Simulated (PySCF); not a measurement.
Gas-phase reaction: 3 C2H6 → 2 C3H6 (propylene) + 6 H

Method: PySCF energies plus ideal-gas RRHO corrections (1 bar). The comparison is the NASA 1993 polynomial table, which mixes measured and estimated data. † marks an energy on the PBE0/def2-TZVP geometry and frequencies; other levels use their own. 6-31G* has spherical d functions here. Open shells (unrestricted): H (multiplicity 2); the rest are closed-shell singlets. B3LYP is the form with VWN-RPA correlation.

| level | ΔH°(298 K), kJ |
|---|---|
| table | 1599.0 |
| B3LYP/6-31G* | (withheld) |
| BLYP/def2-TZVP† | (withheld) |
| HF/def2-TZVP† | (withheld) |
| PBE/def2-SVP | 1543.6 |
| PBE0/def2-SVP† | 1570.4 |

**Question.** What belongs in the gaps?

**Answer.** 
- B3LYP/6-31G*, ΔH°(298 K), kJ: 1629.1
- BLYP/def2-TZVP†, ΔH°(298 K), kJ: 1559.6
- HF/def2-TZVP†, ΔH°(298 K), kJ: 1289.5
